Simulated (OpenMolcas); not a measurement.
**AlHClF (SMILES [F][AlH][Cl]) at 6 levels**

Aim: a comparison of 6 runs (HF/STO-3G, PBE/STO-3G, PBE0/STO-3G, MP2/STO-3G, ACPF/STO-3G, CISD/STO-3G) of AlHClF. 

The calculation is run with OpenMolcas 26.06.

1 further run of the same task is left out (it didn't finish).

### Step 1. The molecule

AlHClF has 4 atoms, charge 0, and is taken as a singlet. SMILES: `[F][AlH][Cl]`. The shape comes from GFN2-xTB, which is rough for such elements, and wasn't checked as a minimum.

Bond lengths: F1–Al2 1.649 Å, Al2–Cl3 2.017 Å, Al2–H4 1.507 Å. Angles: F1–Al2–Cl3 122.7°, F1–Al2–H4 112.7°, Cl3–Al2–H4 124.6°.

### Step 2. The energy at HF/STO-3G (run 1)

Input file mol.xyz:

```xyz
4

F      0.511540    -0.961280     1.247950
Al     0.062570     0.041320     0.018420
Cl    -1.614690    -0.246020    -1.063620
H      1.040570     1.165980    -0.202740
```

Input file test.input:

```
>>> EXPORT MOLCAS_PRINT=2

&GATEWAY
 BasLib
 $CurrDir
 Coord
 mol.xyz
 Basis
 STO-3G
 Group
 NoSym

&SEWARD

&SCF
 Thresholds
 1e-10 1e-07 1e-07 1e-05
 PrOrbitals
 1 1
```

The basis set STO-3G is read from a file made from the Basis Set Exchange's data (not shown).

Run with:

```console
export MOLCAS_MEM=1860
pymolcas test.input > test.log
```

Log:

```text
--- Start Module: gateway ---
[...]
--- Stop Module: gateway /rc=_RC_ALL_IS_WELL_ ---
--- Start Module: seward ---
[...]
      Basis functions           24
--- Stop Module: seward /rc=_RC_ALL_IS_WELL_ ---
--- Start Module: scf ---
[...]
       Convergence after  11 Iterations
[...]
::    Total SCF energy                               -792.3401280898
[...]
      Total spin, S                                     0.0000000000
[...]
      Total electronic charge=   40.000000
      Total            charge=   -0.000000
[...]
      Dipole Moment (debye):
      Origin of the operator (angstrom)=   -0.5370   -0.2999   -0.1610
                   X=  1.6233E+00               Y=  7.8531E-01               Z=  6.4185E-01           Total=  1.9141E+00
      Quadrupole Moment (debye*angstrom):
[...]
--- Stop Module: scf /rc=_RC_ALL_IS_WELL_ ---
[...]
```

Wall time 1.6 s (1 thread of Arm Neoverse V1, shared host); peak memory 0.37 GiB.

### Step 3. The energy at PBE/STO-3G (run 2)

mol.xyz is that of step 2.

Input file test.input:

```
* AlClFH Kohn-Sham DFT

&gateway
  baslib
  $CurrDir
  coord
  mol.xyz
  basis
  STO-3G
  group
  NoSym

&seward
  gridinput
  Grid=UltraFine
  End of Grid

&scf
  ksdft
  PBE
  thresholds
  1e-10 1e-07 1e-07 1e-05
  prorbitals
  1 1
```

The basis set STO-3G is read from a file made from the Basis Set Exchange's data (not shown).

Run with:

```console
export MOLCAS_MEM=1860
pymolcas test.input > test.log
```

Log:

```text
--- Start Module: gateway ---
[...]
--- Stop Module: gateway /rc=_RC_ALL_IS_WELL_ ---
--- Start Module: seward ---
[...]
      Basis functions           24
--- Stop Module: seward /rc=_RC_ALL_IS_WELL_ ---
--- Start Module: scf ---
[...]
       Convergence after  13 Iterations
[...]
::    Total KS-DFT energy                            -793.3470276498
[...]
      Total spin, S                                     0.0000000000
[...]
      Total electronic charge=   40.000000
      Total            charge=   -0.000000
[...]
      Dipole Moment (debye):
      Origin of the operator (angstrom)=   -0.5370   -0.2999   -0.1610
                   X=  1.6239E+00               Y=  2.5319E-01               Z=  1.0963E+00           Total=  1.9756E+00
      Quadrupole Moment (debye*angstrom):
[...]
--- Stop Module: scf /rc=_RC_ALL_IS_WELL_ ---
[...]
```

Run time: 4.2 s. Hardware: 1 thread of Arm Neoverse V1, shared host; peak memory 0.37 GiB.

Run 3 isn't shown in full; the table further down has it.

### Step 4. A single-point energy at MP2/STO-3G (run 4)

mol.xyz is that of step 3.

Input file test.inp:

```
&GATEWAY
 BasLib=$CurrDir
 Coord=mol.xyz
 Basis=STO-3G
 Group=NoSym

&SEWARD

&SCF
 Thresholds=1e-10 1e-07 1e-07 1e-05
 PrOrbitals=1 1

&MBPT2
 Frozen=11
```

The basis set STO-3G is read from a file made from the Basis Set Exchange's data (not shown).

Run with:

```console
export MOLCAS_MEM=1860
pymolcas test.inp > test.log
```

Log:

```text
--- Start Module: gateway ---
[...]
--- Stop Module: gateway /rc=_RC_ALL_IS_WELL_ ---
[...]
      Basis functions           24
[...]
--- Start Module: scf ---
[...]
       Convergence after  11 Iterations
[...]
::    Total SCF energy                               -792.3401280898
[...]
      Total spin, S                                     0.0000000000
[...]
      Total electronic charge=   40.000000
      Total            charge=   -0.000000
[...]
      Dipole Moment (debye):
      Origin of the operator (angstrom)=   -0.5370   -0.2999   -0.1610
                   X=  1.6233E+00               Y=  7.8531E-01               Z=  6.4185E-01           Total=  1.9141E+00
      Quadrupole Moment (debye*angstrom):
[...]
--- Stop Module: scf /rc=_RC_ALL_IS_WELL_ ---
--- Start Module: mbpt2 ---
[...]
WARNING!
Default frozen orbitals as non valence orbitals is overwritten by user input.
Default values:   8
[...]
       Reference weight ( Cref**2 )         =        0.97607
::    Total MBPT2 energy                             -792.3867311506
[...]
      Total MBPT2 calculations                           0.04      0.04
--- Stop Module: mbpt2 /rc=_RC_ALL_IS_WELL_ ---
[...]
```

It took 1.6 s on 1 thread of Arm Neoverse V1, shared host; peak memory 0.37 GiB.

Run 5 isn't shown in full; the table further down has it.

### Step 5. A single-point energy at CISD/STO-3G (run 6)

mol.xyz is that of step 4.

Input file test.input:

```
* AlClFH CISD

&GATEWAY
  BasLib = $CurrDir
  Coord = mol.xyz
  Basis = STO-3G
  Group = NoSym

&SEWARD

&SCF
  Thresholds = 1e-10 1e-07 1e-07 1e-05
  PrOrbitals = 1 1

&MOTRA
  Frozen = 11

&GUGA
  Electrons = 18
  Spin = 1
  Inactive = 9
  Active = 0
  CIAll = 1

&CPF
  SDCI
```

The basis set STO-3G is read from a file made from the Basis Set Exchange's data (not shown).

Run with:

```console
export MOLCAS_MEM=1860
pymolcas test.input > test.log
```

Log:

```text
--- Start Module: gateway ---
[...]
--- Stop Module: gateway /rc=_RC_ALL_IS_WELL_ ---
[...]
      Basis functions           24
[...]
       Convergence after  11 Iterations
[...]
::    Total SCF energy                               -792.3401280898
[...]
      Total spin, S                                     0.0000000000
[...]
      *** WARNING: Default frozen orbitals is overwritten by user input.
      *** Default values:   8
[...]
--- Start Module: guga ---
[...]
--- Stop Module: guga /rc=_RC_ALL_IS_WELL_ ---
--- Start Module: cpf ---
[...]
      Active orbitals                            0       0
[...]
      Spin quantum number                      0.0
[...]
     FINAL CI ENERGY          -792.39826823
     FINAL CORRELATION ENERGY   -0.05814014  REFERENCE ENERGY    -792.34012809
[...]
     REL. CI ENERGY           -792.39826823
[...]
      Total electronic charge=   40.000000
      Total            charge=   -0.000000
[...]
      Dipole Moment (debye):
      Origin of the operator (angstrom)=   -0.5370   -0.2999   -0.1610
                   X=  1.7064E+00               Y=  4.6719E-01               Z=  9.8021E-01           Total=  2.0226E+00
      Quadrupole Moment (debye*angstrom):
[...]
--- Stop Module: cpf /rc=_RC_ALL_IS_WELL_ ---
[...]
```

Wall time 1.8 s (1 thread of Arm Neoverse V1, shared host); peak memory 0.37 GiB.

### Step 6. All runs side by side

| run | level | integration grid | frozen core orbitals | energy (Eh) | dipole moment (D) of the reference | HOMO energy (eV) | LUMO energy (eV) | wall time |
| --- | --- | --- | --- | --- | --- | --- | --- | --- |
| 1 | HF/STO-3G | – | – | -792.340128 | 1.91 | -9.96 | 8.31 | 1.6 s |
| 2 | PBE/STO-3G | UltraFine | – | -793.347028 | 1.98 | -3.44 | 3.15 | 4.2 s |
| 3 | PBE0/STO-3G | UltraFine | – | -793.475553 | 1.96 | -5.50 | 4.12 | 4.2 s |
| 4 | MP2/STO-3G | – | 11 | -792.386731 | 1.91 | -9.96 | 8.31 | 1.6 s |
| 5 | ACPF/STO-3G | – | 11 | -792.400732 | 1.91 | -9.96 | 8.31 | 1.8 s |
| 6 | CISD/STO-3G | – | 11 | -792.398268 | 1.91 | -9.96 | 8.31 | 1.8 s |

### Step 7. What came out

| quantity | value |
| --- | --- |
| run 6: total energy | -792.39827 Eh |
| run 6: dipole moment (mean-field density) | 1.91 D |
| run 6: HOMO energy (Hartree–Fock orbitals) | -9.96 eV |
| run 6: LUMO energy (Hartree–Fock orbitals) | 8.31 eV |
| run 6: HOMO–LUMO gap (Hartree–Fock orbitals) | 18.26 eV |
| run 6: correlation energy (11 core orbitals frozen) | -58.1 mEh |

**Reading.** Below the HF energy at the same shape and in the same basis (STO-3G): MP2 -46.6 mEh; ACPF -60.6 mEh; CISD -58.1 mEh. Over runs 1, 2, 3 the dipole moment (its size) runs from 1.91 D (HF/STO-3G) to 1.98 D (PBE/STO-3G). Over runs 1, 2, 3 the HOMO–LUMO gap runs from 6.59 eV (PBE/STO-3G) to 18.26 eV (HF/STO-3G). Exact exchange widens orbital gaps. Totals of different functionals can't be ranked against each other. In runs 1, 2, 3, 4, 5, 6 the basis is minimal, so the values are rough. All runs together took 15 s, the longest 4.2 s.
